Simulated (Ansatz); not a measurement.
**AlC (quartet): wave-function methods side by side at distance Al1–C2 = 3.699 Å, cc-pVDZ**

One table from this session's results is given with a row withheld; the runs are named, their logs left out.

Program: Ansatz 0.2.0, Gaussian basis. Level of theory: cc-pVDZ, core rule «outside noble gas», up to 6 orbitals frozen. These are calculated values, not measurements.

The runs, in order: UHF; CCSD(T) on ROHF; CCSD(T) on UHF; BCCD(T) on ROHF; CISD; CCSDT(Q) on ROHF; CCSDT(Q) on UHF; CASSCF and MRCISD+Q, 5 electrons in 5 orbitals; CASSCF and NEVPT2, 5 electrons in 5 orbitals; CASSCF and MRCISD+Q, 7 electrons in 8 orbitals; CASSCF and NEVPT2, 7 electrons in 8 orbitals; Full CI.

23 further runs of the same task are left out: 16 that didn't finish, 7 set aside as unsound or not needed.

## The geometry

The geometry derives from a PBE0/def2-TZVP stationary point (not a proven minimum). One bond is set to the value named and the two fragments are kept rigid.

2 atoms, charge 0, spin multiplicity 4.

Atoms are counted from 1 here; the program's logs count them from 0.

No contacts short enough for the rule that draws bonds.

Set-up of the first run:

in.yaml

```yaml
crystal:
  periodic: [false, false, false]
  atoms:
    - {symbol: Al, position_ang: [0.000000, 0.000000, 0.000000]}
    - {symbol: C, position_ang: [0.000000, 0.000000, 3.699000]}
basis:
  gaussian: {orbitals: cc-pVDZ}
magnetization: {spin_polarized: true, initial_magnetization: 3}
hamiltonian: {xc: hf}
output: {orbitals: {seedname: orbitals}}
```

Command:

```console
$ ansatz run in.yaml --threads 1 --pin off --events-out ev --progress --plain --max-ram 2393MiB
```

Among the steps run: UHF; CCSD(T) on ROHF; CCSD(T) on UHF; BCCD(T) on ROHF; CISD; CCSDT(Q) on ROHF; CCSDT(Q) on UHF; CASSCF and MRCISD+Q, 5 electrons in 5 orbitals; CASSCF and NEVPT2, 5 electrons in 5 orbitals; CASSCF and MRCISD+Q, 7 electrons in 8 orbitals; CASSCF and NEVPT2, 7 electrons in 8 orbitals; Full CI.

One table of the session follows, with a row left open; its other results are not shown here.

It belongs to the step «Misses and costs». 

| method | from FCI (meV) |
| --- | --- |
| ROHF | +3749.6 |
| UHF | +3560.3 |
| RMP2 | +1201.9 |
| UMP2 | +1205.5 |
| CISD | +370.6 |
| RCCSD | +175.0 |
| UCCSD | ? |
| RCCSD(T) | +103.4 |
| UCCSD(T) | +105.1 |
| BCCD(T) | +105.2 |
| RCCSDT | +25.8 |
| UCCSDT | +28.4 |
| RCCSDT(Q) | +2.6 |
| UCCSDT(Q) | +5.6 |
| CASSCF pair | +3269.0 |
| NEVPT2 pair | +993.0 |
| FCI | 0 |

Q: Estimate the row for UCCSD from the others.

As computed: from FCI (meV): +171.7. In the column «from FCI (meV)» it lies between BCCD(T) (+105.2) and RCCSD (+175.0).

Not comparable, so not listed: CASSCF and MRCISD+Q, 5 electrons in 5 orbitals (they don't share determinant, frozen orbitals or solution with the rows shown, or repeat one).

Limits of these values: Left out of the table: CASSCF valence, NEVPT2 valence, MRCISD valence, MRCISD+Q valence (the active space lost an orbital or holds another state than full CI finds). Levels on UHF freeze UHF's core orbitals, full CI those of ROHF, so the U rows can settle a little off it for that reason alone. Restricted and unrestricted rows rest on different reference determinants; where their highest levels disagree by more than a few hundredths of an eV, they describe different states and don't form one ladder. Warnings in the runs' records: passed over end.
